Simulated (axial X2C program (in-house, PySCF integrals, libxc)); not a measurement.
Correcting the dissociation energy of Al₂ for spin–orbit coupling

A spin-free CCSD(T) curve (one-electron X2C) was computed with an axial X2C code built on PySCF integrals, basis Al dyall-v3z [8s8p2d1f] (cores contracted in-house), for the state M_S = 1, Λ = 0 (beyond evenly filled blocks: π+α, π-α). It gives D0 = 1.290 eV to Al + Al, which in a spin-free picture are the weighted means of the ground terms.

Correlated methods: 6 electrons correlated (number of frozen shells: Al 2 s, 1 p), 142 virtual spin orbitals or spinors in MP2, 90 natural virtuals in coupled cluster.

Measured levels of the ground terms (NIST Handbook of Basic Atomic Spectroscopic Data), in cm⁻¹: Al 2P: J = 1/2 at 0, J = 3/2 at 112.1.

The molecular state has Λ = 0, so it has no first-order lowering.

Task: How far does each ground level lie under the (2J+1)-weighted mean of its term?

Result: Al: (2 × 0 + 4 × 112.1)/6 = 75 cm⁻¹, counted twice.

Task: Correct D0.

Result: D0 = 1.290 + (0 − 150)/8065.5 = 1.271 eV at CCSD(T) with these spin–orbit terms. The direct two-component run gives 1.275 eV; the difference holds second-order terms in the molecule, scalar two-electron terms, the gap between measured and computed atomic splittings (a 2c atom can miss part of its lowering) and, in coupled cluster, the truncation of each run.

Second-order spin–orbit effects in the molecule, which grow quickly with Z, are left out. Occupations by symmetry block were frozen at the best pattern of an incomplete PBE0 search. Dissociation energies refer to the lowest single-determinant-based atoms at the same level and basis. Coupled cluster ran in a truncated set of natural virtual spinors; the MP2 energy of the rest was added. (T) has no such correction and the atoms are truncated less, which lowers De at CCSD(T) by a hundredth of an eV or more. PBE0 can misorder states that lie within some tenths of an eV, so this need not be the ground state of the molecule. The nearest other spin-free determinant of the search, M_S = 1, Λ = 1, lies 0.11 eV up at the distance of the search.
